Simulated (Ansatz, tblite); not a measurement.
# The cluster HW2: one state, many levels

Aim: run the doublet of the cluster HW2 at one geometry on many levels, and compare frontier levels, spin and run time.

The runs use Ansatz 0.2.0, Gaussian basis; as each input shows.

The runs, in order: GFN1-xTB, GFN2-xTB, PBE-D4/def2-TZVP, r2SCAN-D4/def2-TZVP, B2PLYP/def2-TZVP, PBE-QIDH/def2-TZVP, LC-ωPBE/def2-TZVP, B3LYP-D4/def2-TZVP, revPBE-D4/def2-TZVP, PBE-D4/def2-SVP, PBE0-D4/def2-SVP, PBE0-D4/def2-TZVPD, PBE-D4/def2-TZVPD, r2SCAN-D4/def2-TZVPD, CCSD(T)/def2-TZVPP, MP2/def2-TZVP, RPA/def2-TZVP, CCSD(T)/def2-TZVPD.

## Step 1: The relaxed structure

The geometry is that of the doublet, from an earlier relaxation (PBE-D4/def2-TZVP). At that level it is the lowest of the isomers that a small search found.

3 atoms, charge 0, spin multiplicity 2.

Bond lengths: W1–W2 2.144 Å, W2–H3 1.719 Å. Angles: W1–W2–H3 93.6°.

As a file:

```
atom    x (Å)    y (Å)    z (Å)
  W1   1.0164   0.9270  -0.7618
  W2  -0.2171  -0.7805  -0.3628
  H3  -0.7992  -0.1465   1.1246
```

W takes a core potential in the def2 sets. No spin-orbit coupling is included.

PBE0-D4/def2-TZVP was run before; its log isn't repeated, and its numbers join the tables.

## Step 2: GFN1-xTB

Tight binding, by tblite at 300 K electronic temperature and without a spin-polarisation term:

```python
tblite.interface.Calculator('GFN1-xTB', numbers, positions, charge=0, uhf=1).singlepoint()
```

Energy -123.6451 eV; 0.002 s.

## Step 3: GFN2-xTB

Tight binding, by tblite at 300 K electronic temperature and without a spin-polarisation term:

```python
tblite.interface.Calculator('GFN2-xTB', numbers, positions, charge=0, uhf=1).singlepoint()
```

Energy -141.1647 eV; 0.004 s.

## Step 4: PBE-D4/def2-TZVP

start.molden holds the orbitals of an earlier run on this state, given as this run's starting guess.

File in.yaml:

```yaml
crystal:
  periodic: [false, false, false]
  atoms:
    - {symbol: W, position_ang: [1.016365, 0.927008, -0.761785]}
    - {symbol: W, position_ang: [-0.217122, -0.780496, -0.362815]}
    - {symbol: H, position_ang: [-0.799244, -0.146502, 1.124610]}
basis:
  gaussian: {orbitals: def2-TZVP, initial_orbitals: start.molden}
magnetization: {spin_polarized: true, initial_magnetization: 1}
hamiltonian: {xc: pbe, dispersion: d4}
scf: {omitted_lower_state_checks: [starts]}
output: {orbitals: {seedname: orbitals}}
```

Run with:

```sh
$ ansatz run in.yaml --threads 4 --pin off --events-out ev --progress --plain --max-ram 3916MiB
```

The runs that follow: r2SCAN-D4/def2-TZVP; B2PLYP/def2-TZVP; PBE-QIDH/def2-TZVP; LC-ωPBE/def2-TZVP; B3LYP-D4/def2-TZVP; revPBE-D4/def2-TZVP; PBE-D4/def2-SVP; PBE0-D4/def2-SVP; PBE0-D4/def2-TZVPD; PBE-D4/def2-TZVPD; r2SCAN-D4/def2-TZVPD; CCSD(T)/def2-TZVPP; MP2/def2-TZVP; RPA/def2-TZVP; CCSD(T)/def2-TZVPD.

Q: Predict the results of all the runs planned. Wanted: gap in def2-TZVP, named functionals, smallest and largest; correlation energy, CCSD(T)/def2-TZVPP; correlation energy, MP2/def2-TZVP; correlation energy, CCSD(T)/def2-TZVPD; binding an atom, B3LYP-D4/def2-TZVP; ⟨S²⟩ in def2-TZVP, named functionals, smallest and largest; PBE0 total energy, smallest basis above largest.

As calculated:

| quantity | value |
| --- | --- |
| gap in def2-TZVP, named functionals, smallest and largest | 0.99 eV (PBE-D4), 7.35 eV (LC-ωPBE) |
| correlation energy, CCSD(T)/def2-TZVPP | -23.18 eV |
| correlation energy, MP2/def2-TZVP | -16.99 eV |
| correlation energy, CCSD(T)/def2-TZVPD | -18.58 eV |
| binding an atom, B3LYP-D4/def2-TZVP | 2.39 eV |
| ⟨S²⟩ in def2-TZVP, named functionals, smallest and largest | 1.760, 2.852 |
| PBE0 total energy, smallest basis above largest | 0.53 eV (def2-SVP, def2-TZVPD) |

In words: Over the named functionals in def2-TZVP the gap runs from 0.99 eV (PBE-D4) to 7.35 eV (LC-ωPBE); exact exchange widens it. Over the named functionals in def2-TZVP spin contamination reaches 2.10 (LC-ωPBE), and every level is far from pure, so all describe a mixture with higher spin. Notes on CCSD(T)/def2-TZVPP: large T1 diagnostic, spin contamination.
